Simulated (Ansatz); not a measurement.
# CH3Si (quartet): wave-function methods side by side, cc-pVTZ

The task here is to estimate one member of a computed series from the others.

Method: cc-pVTZ, core rule «outside noble gas», up to 6 orbitals frozen; program: Ansatz 0.2.0, Gaussian basis.

The runs, in order: UHF; CCSD(T) on ROHF; CCSD(T) on UHF; BCCD(T) on ROHF; CCSDT(Q) on ROHF; CCSDT(Q) on UHF; CASSCF and NEVPT2, 11 electrons in 11 orbitals.

5 further runs of the same task are left out: 1 for a known fault of the program, 4 set aside as unsound or not needed.

### The system

The geometry is a PBE0/def2-TZVP stationary point (not a proven minimum) of the parent state, kept for this charge and spin.

5 atoms, charge 0, spin multiplicity 4.

Atoms are counted from 1 here; the program's logs count them from 0.

Bond lengths: Si1–C2 1.889 Å, C2–H3 1.094 Å, C2–H4 1.094 Å, C2–H5 1.104 Å. Angles: Si1–C2–H3 114.9°, Si1–C2–H4 114.9°, Si1–C2–H5 103.3°, H3–C2–H4 109.8°, H3–C2–H5 106.5°, H4–C2–H5 106.5°.

The first run:

The input, in.yaml:

```yaml
crystal:
  periodic: [false, false, false]
  atoms:
    - {symbol: Si, position_ang: [-0.001312, 0.000000, 0.686035]}
    - {symbol: C, position_ang: [-0.011727, 0.000000, -1.202731]}
    - {symbol: H, position_ang: [-0.442590, -0.894419, -1.661140]}
    - {symbol: H, position_ang: [-0.442590, 0.894419, -1.661140]}
    - {symbol: H, position_ang: [1.061461, 0.000000, -1.461718]}
basis:
  gaussian: {orbitals: cc-pVTZ}
magnetization: {spin_polarized: true, initial_magnetization: 3}
hamiltonian: {xc: hf}
output: {orbitals: {seedname: orbitals}}
```

Command:

```
$ ansatz run in.yaml --threads 1 --pin off --events-out ev --progress --plain --max-ram 4096MiB --backend cpu
```

Among the steps run: UHF; CCSD(T) on ROHF; CCSD(T) on UHF; BCCD(T) on ROHF; CCSDT(Q) on ROHF; CCSDT(Q) on UHF; CASSCF and NEVPT2, 11 electrons in 11 orbitals.

One table of the session follows, with a row left open; its other results are not shown here.

| method | from UCCSDT(Q) (meV) |
| --- | --- |
| ROHF | +7542.0 |
| UHF | +7506.3 |
| RMP2 | ? |
| UMP2 | +1065.4 |
| RCCSD | +332.8 |
| UCCSD | +329.2 |
| RCCSD(T) | +41.0 |
| UCCSD(T) | +38.9 |
| BCCD(T) | +40.3 |
| RCCSDT | +16.1 |
| UCCSDT | +13.7 |
| RCCSDT(Q) | +2.9 |
| UCCSDT(Q) | 0 |
| CASSCF valence | +5162.3 |
| NEVPT2 valence | +1324.1 |

Estimate the missing values for RMP2.

As computed: from UCCSDT(Q) (meV): +1069.5. In the column «from UCCSDT(Q) (meV)» it lies between UMP2 (+1065.4) and NEVPT2 valence (+1324.1).

Limits of these values: Restricted and unrestricted rows rest on different reference determinants; where their highest levels disagree by more than a few hundredths of an eV, they describe different states and don't form one ladder.
